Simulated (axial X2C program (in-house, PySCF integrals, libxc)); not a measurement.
Worked dissociation energy of Cl₂⁺: HF, spin-free

All values were computed with an axial X2C code built on PySCF integrals. Spin-free means the one-electron spin-free X2C Hamiltonian. Basis: Cl dyall-av3z [9s8p3d2f] (cores contracted in-house); Gaussian nuclei, density fitting, unrestricted open shells. Masses: Cl 34.969 u.

Molecular state: M_S = 1/2, Λ = 1 (beyond evenly filled blocks: π+α, π+β, π-α).

```
E(Cl+) (2M_S = 2, M_L = 0) : -460.471360 hartree
E(Cl) (2M_S = 1, M_L = 0)  : -460.903070 hartree
E(Cl₂⁺) at Re              : -921.430511 hartree
ωe                         : 739.2 cm⁻¹
ωexe                       : 2.15 cm⁻¹
```

Work out De and D0.

De = -460.471360 + (-460.903070) − (-921.430511) = 0.05608 hartree = 1.526 eV. The zero-point energy is ωe/2 − ωexe/4 = 369 cm⁻¹ = 0.046 eV, so D0 = 1.480 eV.

The state is a single determinant with fixed occupations, the lowest that a limited PBE0 search found. Dissociation energies refer to the lowest single-determinant-based atoms at the same level and basis.

Hartree–Fock lacks correlation and underbinds, often by eV.

Each atomic determinant is the lowest at this level and need not be a pure term. Totals compare only within one Hamiltonian and basis.
